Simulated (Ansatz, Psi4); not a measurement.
System: dimethylamine, C$_{2}$H$_{7}$N (charge 0, singlet). SMILES: CNC
Structure (B3LYP-D3(BJ)/def2-TZVP (Ansatz, an electronic-structure program) minimum search):
```xyz
10

C     -0.0183    -0.2257     1.2115
N     -0.0165     0.5806     0.0024
C     -0.0428    -0.2163    -1.2126
H      0.7946    -0.9698     1.2537
H      0.0610     0.4203     2.0868
H     -0.9638    -0.7689     1.2836
H      0.7920     1.1896    -0.0034
H      0.7690    -0.9601    -1.2770
H      0.0189     0.4364    -2.0843
H     -0.9897    -0.7590    -1.2698
```

Wanted: atomisation energy, in kcal/mol. Conventions: atomisation electronic, to ground-state atoms; six Cartesian d functions in 6-31G* and its kin unless marked 5d; non-relativistic; 6-311+G** with 5d; valence correlation only; LANL2DZ all-electron up to Ne; open shells spin-unrestricted; no dispersion term unless named; spin-orbit terms left out. CBS(X,Y): correlation extrapolated as X^-3; Hartree-Fock from the larger set. [CCSD(T)-MP2]/basis is that difference in the basis named. First-principles rows: single points at B3LYP-D3(BJ) geometries (Ansatz).

Coupled cluster (Ansatz) is a level with limits of its own, used here on species with T1 under 0.025 (0.045 for open shells) and stable references: RI-MP2/CBS(aug-cc-pVTZ,aug-cc-pVQZ)+[CCSD(T)-MP2]/aug-cc-pVTZ.

Value to compare with, RI-MP2/CBS(aug-cc-pVTZ,aug-cc-pVQZ)+[CCSD(T)-MP2]/aug-cc-pVTZ (Ansatz): 870.1 kcal/mol.

```json
[
 {"level": "HF/6-311+G**", "program": "Ansatz", "atomisation energy (kcal/mol)": "630.0", "difference": "-240.1"},
 {"level": "PBE/LANL2DZ", "program": "Ansatz", "atomisation energy (kcal/mol)": "863.6", "difference": "-6.5"},
 {"level": "PBE/def2-SVP", "program": "Ansatz", "atomisation energy (kcal/mol)": "886.3", "difference": "16.2"},
 {"level": "B3LYP/6-31G", "program": "Ansatz", "atomisation energy (kcal/mol)": "847.1", "difference": "-23.0"},
 {"level": "B3LYP/6-31G*", "program": "Ansatz", "atomisation energy (kcal/mol)": "868.3", "difference": "-1.8"},
 {"level": "wB97X-D/6-311+G**", "program": "Psi4", "atomisation energy (kcal/mol)": "865.2", "difference": "-4.9"},
 {"level": "MP2/STO-3G", "program": "Ansatz", "atomisation energy (kcal/mol)": "851.8", "difference": "-18.3"},
 {"level": "r2SCAN-D4/def2-TZVPD", "program": "Ansatz + dftd4", "atomisation energy (kcal/mol)": "866.6", "difference": "-3.5"},
 {"level": "B2PLYP-D3(BJ)/def2-TZVPD", "program": "Ansatz + dftd3", "atomisation energy (kcal/mol)": "861.9", "difference": "-8.2"}
]
```

Among the 7 habitual levels, HF/6-311+G** lies farthest from RI-MP2/CBS(aug-cc-pVTZ,aug-cc-pVQZ)+[CCSD(T)-MP2]/aug-cc-pVTZ (Ansatz) (-240.1 kcal/mol) and B3LYP/6-31G* nearest (-1.8); 1 of 7 lie above it, and their mean absolute difference is 44.4 kcal/mol, the median 16.2. One case shows no general order.

The levels are drawn from those run, B3LYP/6-31G* more often than the rest, none by its result; runs whose electronic state is in doubt are left out.
